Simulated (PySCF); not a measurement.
Species: CH3CF2CN, C₃H₃F₂N.
InChI=1S/C3H3F2N/c1-3(4,5)2-6/h1H3

The closed-shell ground state was solved at several levels (PySCF, density fitting, gas phase, non-relativistic). Geometry: PBE0-D3(BJ)/def2-TZVP; no solvent, vibrations or thermal averaging.

```json
{"level": "wB97X-D/pcSseg-2", "basis functions": "258", "total energy (Eh)": "-370.5718", "HOMO (eV)": "-12.40", "LUMO (eV)": "1.52", "gap (eV)": "13.92", "dipole (D)": "3.31"}
{"level": "B97-2/pcSseg-2", "basis functions": "258", "total energy (Eh)": "-370.5628", "HOMO (eV)": "-10.19", "LUMO (eV)": "-0.46", "gap (eV)": "9.73", "dipole (D)": "3.28"}
{"level": "PBE0/pcSseg-2", "basis functions": "258", "total energy (Eh)": "-370.2953", "HOMO (eV)": "-10.48", "LUMO (eV)": "-0.39", "gap (eV)": "10.09", "dipole (D)": "3.30"}
```

Estimate the row for KT3/pcSseg-2, a basis of 258 functions; the other rows only guide the guess.

Total energy -375.7169 Eh, HOMO -9.05 eV, LUMO -1.49 eV, gap 7.56 eV, dipole 3.20 D.

Over all these levels, which gives the widest orbital gap and which the narrowest?

wB97X-D/pcSseg-2 (range-separated hybrid) has the widest, 13.92 eV, and KT3/pcSseg-2 (GGA) the narrowest, 7.56 eV. From the narrowest to the widest the HOMO moves by -3.35 eV and the LUMO by +3.01 eV.

In the pcSseg-2 basis, how does the gap go with the fixed share of exact exchange?

KT3 (0 %) 7.56 eV; B97-2 (21 %) 9.73 eV; PBE0 (25 %) 10.09 eV. Each rise in the share widens the gap here.

How far do the dipole and the HOMO energy spread over the levels?

The dipole runs from 3.20 to 3.31 D (mean 3.27 D) and the HOMO from -12.40 to -9.05 eV.

Note: wB97X-D ran without an empirical dispersion term, which enters the total energy and its gradient alone.
